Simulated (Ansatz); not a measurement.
```yaml
crystal:
  periodic: [false, false, false]
  atoms:
    - {symbol: S, position_ang: [-2.240265, -0.357738, 0.793024]}
    - {symbol: C, position_ang: [-0.504818, -0.788905, 1.101507]}
    - {symbol: C, position_ang: [0.510517, 0.062455, 0.356201]}
    - {symbol: C, position_ang: [0.430698, -0.090689, -1.150212]}
    - {symbol: S, position_ang: [1.650575, 0.894537, -2.053999]}
    - {symbol: H, position_ang: [-2.202044, 0.856345, 1.365610]}
    - {symbol: H, position_ang: [-0.427599, -1.836203, 0.795625]}
    - {symbol: H, position_ang: [-0.320630, -0.759024, 2.176394]}
    - {symbol: H, position_ang: [0.371546, 1.114566, 0.626267]}
    - {symbol: H, position_ang: [1.516107, -0.211283, 0.692548]}
    - {symbol: H, position_ang: [-0.570585, 0.140955, -1.514786]}
    - {symbol: H, position_ang: [0.646141, -1.123495, -1.439064]}
    - {symbol: H, position_ang: [1.140338, 2.098491, -1.749126]}
basis:
  gaussian: {orbitals: def2-mTZVPP}
total_charge: 1
magnetization: {spin_polarized: true, initial_magnetization: 1}
hamiltonian: {xc: {name: HF}}
correlation: {active_space: {window: {electrons: 40, orbitals: 30}}}
accuracy: high
output: {forces: true}
```

```sh
$ ansatz run in.yaml --threads 4 --pin off --events-out ev --progress --plain --max-ram 10444MiB
```

Task: How does Ansatz answer? (Estimate.)

Result: The calculation gave: The program refused the input.
```
Error: invalid value for `correlation.active_space`: it starts from restricted Hartree–Fock orbitals; set hamiltonian.xc: hf without magnetization.spin_polarized
```
